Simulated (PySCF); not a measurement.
Phosphorus: a sound run and one with changed settings

Sound run: P [Ne] 3s2 3p3, P+ [Ne] 3s2 3p2. Calculation: PySCF 2.14, in def2-SVP; the non-relativistic Hamiltonian (point nucleus). In the sound run the correlated levels freeze [Ne]. The sound run starts from symmetry-adapted Hartree-Fock orbitals and uses a fine grid where one is needed.

Changed run: basis STO-3G. This setting is unsound on purpose.

```tsv
species	method	sound run (hartree)	changed run (hartree)	converged
P	UHF	-340.59744	-336.86877	yes
P	BP86	-341.17838	-337.36431	yes
P	MN15	-341.00370	-336.41712	yes
P	MP2	-340.65884	-336.86877	yes
P+	UHF	-340.23220	-336.62453	yes
P+	BP86	-340.79226	-337.09589	yes
P+	MN15	-340.62191	-336.14948	yes
P+	MP2	-340.28186	-336.63238	yes
P+	CCSD(T)	-340.30295	-336.63868	yes
```

Ionisation energy of P:

```
 method  sound run (eV)  changed run (eV)
    UHF           9.939             6.646
   BP86          10.507             7.304
   MN15          10.389             7.283
    MP2          10.258             6.433
SCS-MP2          10.129             6.390
```

A minimal basis cannot let orbitals breathe on ionisation and holds almost no correlation.

For comparison, NIST gives 10.487 eV between the lowest levels.
